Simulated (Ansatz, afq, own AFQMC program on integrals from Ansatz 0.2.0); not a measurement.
Two steps: Ansatz 0.2.0 writes the Fock matrix and Cholesky factors of the valence space, and afq projects on them the lowest state that overlaps trial and start.

```yaml
crystal:
  periodic: [false, false, false]
  atoms:
    - {symbol: Si, position_ang: [0.000000, 0.000000, 0.260453]}
    - {symbol: Ge, position_ang: [0.000000, 0.000000, -2.203242]}
    - {symbol: H, position_ang: [0.000000, 0.000000, 1.942789]}
basis:
  gaussian: {orbitals: cc-pVDZ}
magnetization: {spin_polarized: false, initial_magnetization: 1}
correlation: {method: ccsd_t, electrons: outside_noble_gas, hamiltonian_folder: ham}
```

```sh
$ ansatz run in.yaml --threads 1 --pin off --events-out ev --progress --plain --max-ram 1382MiB
```

afq runs on the folder ham with

```
--method phaseless --trial cisd --walkers 60 --populations 1 --least-time 40 --time-step 0.005 --steps-per-block 50 --equilibration-blocks 28 --max-blocks 300 --target-error 0.00036 --factor-cut 1e-05 --start spin_pure --seed 7803 --release-times 0.24,0.51,0.99,1.62,2.4 --release-step 0.03 --release-every 4 --taylor-order 6
```

Times are imaginary, in 1/Eh. The walk had a cap of 678 s. Filled inner d shells are frozen with the cores.

Log:

```
orbitals 31  electrons 5 4  factors 226 of 558
reference energy -2364.72036229 Eh
CCSD correlation -0.20138286 Eh in 17 cycles, weight of the determinant in the CISD state 0.8011
energy of the start -2364.921745 Eh
 block  time / (1/Eh)  mean weight  energy / Eh
     1     0.250  0.9992  -2364.918672
     2     0.500  1.0007  -2364.918399
     3     0.750  0.9993  -2364.919949
     4     1.000  1.0014  -2364.920092
     5     1.250  0.9993  -2364.922269
     7     1.750  0.9988  -2364.924587
     9     2.250  0.9995  -2364.926452
    17     4.250  1.0003  -2364.937868
    33     8.250  1.0014  -2364.956717
    49    12.250  0.9993  -2364.933947
    65    16.250  1.0000  -2364.936718
    81    20.250  1.0016  -2364.939157
    97    24.250  0.9992  -2364.953052
   113    28.250  1.0022  -2364.948287
   129    32.250  0.9992  -2364.931775
   145    36.250  0.9976  -2364.941870
   161    40.250  1.0002  -2364.930728
   177    44.250  1.0002  -2364.932423
   193    48.250  0.9971  -2364.927578
   209    52.250  1.0006  -2364.942092
   225    56.250  0.9989  -2364.934196
   241    60.250  1.0017  -2364.929839
   257    64.250  0.9987  -2364.928519
   273    68.250  0.9990  -2364.932498
   289    72.250  1.0002  -2364.933110
   305    76.250  1.0015  -2364.926608
   321    80.250  1.0002  -2364.933851
blocks merged  error / Eh  count
     1  0.000390  300
     2  0.000488  150
     4  0.000587  75
     8  0.000726  37
    16  0.000701  18
    32  0.000710  9
released: time / (1/Eh)  energy / Eh  error  mean overlap
  0.24  -2364.936030  0.000808  0.9980
  0.51  -2364.936194  0.000868  0.9997
  0.99  -2364.936409  0.000756  0.9995
  1.62  -2364.936394  0.000709  1.0051
  2.40  -2364.938032  0.001054  0.9868
energy -2364.935779 +/- 0.000726 Eh
(rows thinned)
```

The run passed its tests (sampling time, drift between the halves within three errors, error under three times the target), which doesn't prove that it has relaxed.

Against this walk (error 19.8 meV) on the same determinant: CCSD(T) 23.1 meV higher (within the noise), CCSDT(Q) 64.9 meV lower. The error is statistical and leaves out the bias of the constraint. None of these is a sure reference here. The released energies move by 1.5 errors or more from one time to the next (meV from the phaseless value at times in 1/Eh: -7 ± 22 at 0.24, -11 ± 24 at 0.51, -17 ± 21 at 0.99, -17 ± 19 at 1.62, -61 ± 29 at 2.40), so they give no level.

Cautions: constraint bias not in the error; error above the target (19.8 against 9.8 meV); no relativity below Rb; no spin-orbit coupling; inner d shell frozen; higher spins were not checked; a spin-contaminated unrestricted determinant lies lower (UHF 719 meV lower, ⟨S²⟩ 1.58); strong correlation (T1 0.041, weight of the determinant 0.80, largest double 0.20); (T) is large, 7 % of the CCSD correlation; the bias of populations of 60 walkers isn't removed.

The walk took 3.5 min on 1 thread of Arm Neoverse V2 (shared host). The log's last line is the phaseless energy.

CCSDT and higher add their correlation energy to the determinant of the CCSD(T) run, since their own runs factorise the integrals more tightly (a shift of under 2 meV). A walk keeps the symmetry of its determinant, which the program's search chose and which needn't be the lowest solution, so a lower state of the same spin and another symmetry isn't excluded.
